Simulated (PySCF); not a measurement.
Species: silylidenephosphane, H3PSi.
Atom-mapped SMILES: `[SiH2:1]=[PH:2]` (hydrogens: H3, H4 on Si1; H5 on P2)

Computed by this run: PBE0-D3(BJ)/def2-TZVP geometry optimisation, gas phase (PySCF); density fitting, grid level 2; the optimiser is geomeTRIC in internal coordinates, started from a GFN2-xTB structure with every atom displaced at random (about 0.01 Å).

Geometry at step 1:
```
atom  x, y, z in Å
Si1    -0.5657   -0.0084   -0.2038
P2      1.2530   -0.9804   -0.1847
H3     -0.7527    1.4488   -0.3660
H4     -1.8328   -0.7588   -0.0408
H5      1.9321    0.2653   -0.3818
```

**Question.** What forces act on the atoms?

**Answer.** 
```tsv
atom	Fx (eV/Å)	Fy (eV/Å)	Fz (eV/Å)
Si1	0.164	-0.088	0.009
P2	0.096	0.051	-0.022
H3	-0.110	0.074	-0.010
H4	-0.036	0.066	-0.004
H5	-0.115	-0.102	0.027
```

The largest, 0.19 eV/Å, acts on Si1; the rms over all components is 0.080 eV/Å. The forces sum to zero within rounding, as they must for an isolated molecule in no field.

**Question.** Give the force on Si1 in Eh/bohr and in nN.

**Answer.** 0.187 eV/Å ÷ 51.422 = 0.00363 Eh/bohr, and 0.187 eV/Å × 1.602 = 0.30 nN.

**Question.** How far is this geometry from the end of the optimisation?

**Answer.** 0.004 eV above it, and 0.016 Å rms away after alignment. The bonds farthest from their final lengths, with half the difference of the two atoms' forces along the bond (positive lengthens):

```
  bond  now (Å)  final (Å)  force along bond (eV/Å)
 P2–H5    1.432      1.425                    -0.12
Si1–H3    1.478      1.483                    +0.10
```

The angle farthest from its final value is H3–Si1–H4, 113.8° against 111.6°.

What follows is the cost of the whole optimisation. On an Arm Neoverse V1 with one thread, shared host with 32 logical CPUs at a one-minute load of 9.3, this took 9.4 s of wall time and 0.37 GiB of memory at its peak.
